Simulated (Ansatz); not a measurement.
Results of revPBE (PAW; Ansatz, a quantum-chemistry and plane-wave program) for rhombohedral A7 Sb.

Numerical settings: plane-wave cutoff 520 eV, 16×16×16 k mesh, Fermi–Dirac smearing 0.05 eV, scalar-relativistic PAW data made under PBE.

Cell (relaxed at this level):

```cif
data_Sb2
_chemical_formula_sum 'Sb2'
_space_group_name_H-M_alt 'P 1'
_space_group_IT_number 1
_cell_length_a 4.68648
_cell_length_b 4.68648
_cell_length_c 4.68648
_cell_angle_alpha 55.881
_cell_angle_beta 55.881
_cell_angle_gamma 55.881
loop_
_space_group_symop_operation_xyz
  'x, y, z'
loop_
_atom_site_label
_atom_site_type_symbol
_atom_site_fract_x
_atom_site_fract_y
_atom_site_fract_z
_atom_site_occupancy
Sb1 Sb 0.23112 0.23112 0.23112 1
Sb2 Sb 0.76888 0.76888 0.76888 1
```

Q: What does this level give for the bulk modulus and pressure derivative B′ of the bulk modulus?

A: 
bulk modulus: 22.4 GPa
pressure derivative B′ of the bulk modulus: 11.0

The run finds no gap.

Measured, for comparison: bulk modulus 39.5 GPa (copied from a table, unchecked, extrapolated to 0 K and zero-point effects removed; as tabulated in Lejaeghere et al. (2013), arXiv:1204.2733). Computed (rounded) less measured: bulk modulus not scored (unchecked).

Note: for a layered or molecular solid the relaxed cell lies over 5 % above the published volume, where the minimum can be shallow; the cell comes from a level without a dispersion term, which matters for the spacing of layers, chains or molecules; the bulk modulus comes from volumes at which shape and atoms were relaxed.

Spin–orbit coupling is not included.

Computed values are for the static lattice.

Cost on a shared machine: about 23 core-minutes (a rough figure).
